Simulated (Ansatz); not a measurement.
Process, species as SMILES: S=C=S + 4 [H][H] (H2) → C (CH4) + 2 S (H2S)
B3LYP-D3(BJ)/def2-TZVP geometries, fixed; electronic energies without zero-point terms.

Basis-set convergence of the energy of full hydrogenation at B3LYP with Ansatz (a first-principles code). All functions are spherical. The program fits the integrals of some runs and decomposes those of others, by size. No added dispersion term, no relativity. Functions are those of the species that has most. Reference: the value in pcseg-4, -67.49 kcal/mol, itself unsure by roughly 0.11 kcal/mol (its mean distance from aug-pcseg-3, aug-cc-pV(Q+d)Z, cc-pV(5+d)Z). Deviations are taken from unrounded values.

```tsv
basis	functions
cc-pV(D+d)Z	60
aug-cc-pV(D+d)Z	87
cc-pV(T+d)Z	108
jun-cc-pV(T+d)Z	135
aug-cc-pV(T+d)Z	156
cc-pV(Q+d)Z	183
aug-cc-pV(Q+d)Z	264
cc-pV(5+d)Z	311
```

Problem. Which is the smallest correlation-consistent set listed that can be trusted to 1 kcal/mol here, that is, within that of the reference together with its larger relatives (same family, alike in diffuse functions; a set with none to test it counts only in the reference's own line)?

Solution. The smallest set listed that lies within 1 kcal/mol of the reference with all its larger relatives (same family, alike in diffuse functions; a set with none counts only in the reference's own line) is cc-pV(T+d)Z (108 functions, 0.23 kcal/mol off). Value minus reference: cc-pV(D+d)Z -1.32, aug-cc-pV(D+d)Z -6.48, cc-pV(T+d)Z 0.23, jun-cc-pV(T+d)Z -0.61, aug-cc-pV(T+d)Z -0.77, cc-pV(Q+d)Z 0.17, aug-cc-pV(Q+d)Z -0.17, cc-pV(5+d)Z 0.08 kcal/mol.
